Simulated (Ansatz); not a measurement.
# BNH2Cl (SMILES N[B]Cl): the energy, rung by rung

BNH2Cl has 5 atoms, charge 0, and is taken as a doublet. As SMILES, `N[B]Cl`. The shape is that of a PBE0-D4/def2-TZVP optimisation. This is one conformer, not always the lowest.

```xyz
5

N    -0.3340    0.4121   -0.2567
B    -0.0984   -0.5446    0.7044
Cl    1.3432   -1.5262    0.7846
H    -1.1767    0.9599   -0.2731
H     0.3158    0.6251   -1.0006
```

Quantity: the energy change with the N1–H5 bond stretched from 1.010 to 1.516 Å, in eV. The values are calculated.

| level | kind | program | value (eV) | less FCI/STO-3G | CPU time (all runs) |
| --- | --- | --- | --- | --- | --- |
| UHF/STO-3G | Hartree–Fock | Ansatz | 3.00 | +0.89 | 0.32 s |
| USVWN5/STO-3G | LDA | Ansatz | 2.04 | -0.07 | 2.3 s |
| UBLYP/STO-3G | GGA | Ansatz | 1.80 | -0.31 | 3.7 s |
| UB3LYP/STO-3G | global hybrid | Ansatz | 2.19 | +0.08 | 4.2 s |
| UCAM-B3LYP/STO-3G | range-separated hybrid | Ansatz | 2.40 | +0.29 | 5 s |
| UB2PLYP/STO-3G | double hybrid | Ansatz | 2.38 | +0.27 | 4.5 s |
| UMP2/STO-3G | perturbation theory | Ansatz | 2.73 | +0.62 | 0.32 s |
| UCCSD(T)/STO-3G | coupled cluster or CI | Ansatz | 2.13 | +0.02 | 0.64 s |
| UCCSDT/STO-3G | coupled cluster or CI | Ansatz | 2.11 | 0.00 | 2.8 s |
| FCI/STO-3G | exact in the basis | Ansatz | 2.11 | 0.00 | 2.3 min |

FCI/STO-3G is exact within its basis and frozen core, so for wave-function methods in that basis the difference is their error; functionals converge differently with the basis, so for them it is only a difference. The first shape isn't each level's own minimum. The values span 1.80 to 3.00 eV. Spin contamination of the reference (⟨S²⟩ at least 0.1 too high) touches UHF/STO-3G, UMP2/STO-3G, UCCSD(T)/STO-3G, UCCSDT/STO-3G. All rows use very small basis sets, so even the best lies far from the true value. Times are those of the runs behind each value, whatever else they computed, on shared processors of several kinds: orders of magnitude only.
